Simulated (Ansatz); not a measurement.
A run of Ansatz (development build ahead of 0.2.0) on doublet NO2 at this shape:

| atom | x (Å) | y (Å) | z (Å) |
| --- | --- | --- | --- |
| N | 0.0000 | 0.0000 | 0.0000 |
| O | 0.0000 | 1.1138 | 0.4728 |
| O | 0.0000 | -1.1138 | 0.4728 |

Its results:

* Converged: yes
* Reference energy: -204.09527 hartree
* CCSD correlation energy: -0.66700 hartree
* Triples correction: -0.03786 hartree
* Total energy: -204.80013 hartree
* Spin squared of the determinant: 0.750

Forces (eV/Å):
| atom | Fx | Fy | Fz |
| --- | --- | --- | --- |
| N1 | 0.000 | 0.000 | 0.581 |
| O2 | 0.000 | -0.751 | -0.291 |
| O3 | 0.000 | 0.751 | -0.291 |

(1) Which input gives this output? Name the method, the orbitals and the basis set, and write the input.

Answers

(1) ROHF-CCSD(T) in cc-pVTZ.

```yaml
crystal:
  periodic: [false, false, false]
  atoms:
    - { symbol: "N", position_ang: [0.0, 0.0, 0.0] }
    - { symbol: O, position_ang: [0.0, 1.11381, 0.47278] }
    - { symbol: O, position_ang: [0.0, -1.11381, 0.47278] }
basis:
  gaussian: { orbitals: cc-pVTZ }
magnetization:
  initial_magnetization: 1
hamiltonian:
  xc: hf
correlation:
  method: ccsd_t
  frozen_orbitals: { "N": 1, O: 1 }
output:
  forces: true
```
